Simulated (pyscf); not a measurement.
Structures and frequencies: ωB97X-D3(BJ)/def2-SVP in PySCF.

Task: Estimate the classical barrier height and the reaction energy of HO–GaH–OH → O=Ga–OH + H₂ at PBE/def2-TZVP. The step runs on the singlet surface, breaks H–O, Ga–H and forms H–H; take the reactant's lowest minimum found as zero.

Result: ΔE‡ = 66.0 kcal/mol, ΔE = +51.3 kcal/mol. ωB97M-D3(BJ)/def2-TZVP gives 77.3 kcal/mol and +60.9 kcal/mol. Zero-point energy shifts the barrier by -3.8 kcal/mol. It is an elimination, with an imaginary mode of 1385i cm⁻¹. On the reactant side the descent ends in a point that may be a rotor saddle (no frequency run), 1.6 kcal/mol over the lowest minimum found and 76.3 kcal/mol under the saddle at ωB97X-D3(BJ)/def2-TZVP. At the saddle there is also a short Ga–H contact that neither side keeps. The same reactants have a lower exit, to HO–Ga [singlet] + H₂O (barrier +57.4 kcal/mol at ωB97M-D3(BJ)/def2-TZVP, against +77.3 kcal/mol here). This is the saddle that the search found; another between the same sides may lie lower. Elements up to Kr have no core potential and no relativistic terms here.
